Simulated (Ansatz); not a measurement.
Geometry optimisation, RKS PBE-D4/def2-SVP in Ansatz 0.2.0.

Input file:

```yaml
crystal:
  periodic: [false, false, false]
  atoms:
    - { symbol: Si, position_ang: [-1.124963, 0.759094, 0.274198] }
    - { symbol: H, position_ang: [-0.117285, -1.758252, 0.552645] }
    - { symbol: H, position_ang: [-1.884225, -0.35346, -0.387035] }
    - { symbol: H, position_ang: [-1.962096, 2.008233, 0.207749] }
    - { symbol: H, position_ang: [-0.816734, 0.437201, 1.700581] }
    - { symbol: H, position_ang: [2.09572, -0.415105, -0.311594] }
    - { symbol: O, position_ang: [0.406268, 1.070495, -0.486777] }
    - { symbol: H, position_ang: [0.551961, -1.770989, 0.328261] }
    - { symbol: F, position_ang: [2.519649, -1.218352, -0.436312] }
    - { symbol: H, position_ang: [0.331806, 1.241135, -1.441815] }
basis:
  gaussian: { orbitals: def2-SVP }
hamiltonian:
  xc: pbe
  dispersion: d4
relax:
  f_tol: 0.03
  max_steps: 50
output:
  orbitals: {}
```

Run as:

```bash
$ ansatz run input.yaml --threads 2 --pin off --max-ram 3072MiB --backend cpu --events-out ev --progress --plain --runs-dir out
```

Where does it end, and by what steps?

The run converged. The force dipped under the threshold on the way, but the program's further checks kept it going. After 26 steps the energy has fallen by 0.423 eV; H2 moved furthest, 1.72 Å.

```
step  energy less start (eV)  largest force component (eV/Å)  accepted
   0                  0.0000                           2.438       yes
   1                 -0.2247                           0.444       yes
   2                 -0.3176                           0.288       yes
   3                 -0.3408                           0.603       yes
   4                 -0.3496                           0.210       yes
   5                 -0.3513                           0.149       yes
   6                 -0.3539                           0.195       yes
   7                 -0.3552                           0.163       yes
   8                 -0.3526                           0.382        no
   9                 -0.3499                           0.301        no
  10                 -0.3574                           0.020       yes
  11                 -0.3585                           0.116       yes
  12                 -0.3596                           0.109       yes
  13                 -0.3612                           0.152       yes
  14                 -0.3624                           0.168       yes
  15                 -0.3636                           0.143       yes
  16                 -0.3656                           0.217       yes
  17                 -0.3670                           0.339       yes
  18                 -0.3701                           0.278       yes
  19                 -0.3792                           0.260       yes
  20                 -0.3855                           0.414       yes
  21                 -0.3953                           0.303       yes
  22                 -0.4097                           0.182       yes
  23                 -0.4169                           0.143       yes
  24                 -0.4207                           0.089       yes
  25                 -0.4228                           0.046       yes
  26                 -0.4232                           0.024       yes
```

```xyz
10
Properties=species:S:1:pos:R:3
Si -0.863 1.041 0.398
H 0.196 -2.557 -0.936
H -1.504 -0.252 0.811
H -1.896 1.928 -0.240
H -0.222 1.726 1.559
H 1.428 -0.129 0.187
O 0.415 0.779 -0.717
H 0.593 -2.135 -0.427
F 1.694 -0.715 0.901
H 0.159 0.314 -1.535
```

Time of the run: 33 s on 2 threads of Arm Neoverse V1, on a shared host, peak memory 0.14 GiB.
